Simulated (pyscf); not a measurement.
Elementary routes open to `[Cl][GaH2]` + `[CH2]=[CH2]` in the gas phase (singlet surface):
A. `[Cl][CH2][CH2][GaH2]` (Cl–Ga broken; C–Cl, C–Ga formed)
B. `[CH3][CH2][GaH][Cl]` (Ga–H broken; C–Ga, C–H formed)

Single points on ωB97X-D3(BJ)/def2-SVP structures (PySCF, gas phase).

Rank the routes by free-energy barrier at 1200 K, lowest first, for ωB97M-D3(BJ)/def2-TZVP energies (ideal gas, 1 atm, RRHO with modes under 100 cm⁻¹ raised to 100, one conformer, R ln 2 for rigid chiral ones).

B (56.4 kcal/mol), A (62.7 kcal/mol)

Route B is the fastest of these, ahead of the next by 6.3 kcal/mol. The most stable products are those of B (ΔG = +11.4 kcal/mol), so kinetics and thermodynamics agree. At 298 K B is still the fastest. A: On the reactant side the descent ends in a bound adduct, 11.2 kcal/mol under the separated species and 25.0 kcal/mol under the saddle at ωB97X-D3(BJ)/def2-TZVP. B: On the reactant side the descent ends in a bound adduct, 12.9 kcal/mol under the separated species and 20.4 kcal/mol under the saddle at ωB97X-D3(BJ)/def2-TZVP. Only these routes are compared; each barrier is that of the saddle found, and lower ones may exist. Elements up to Kr have no core potential and no relativistic terms here.
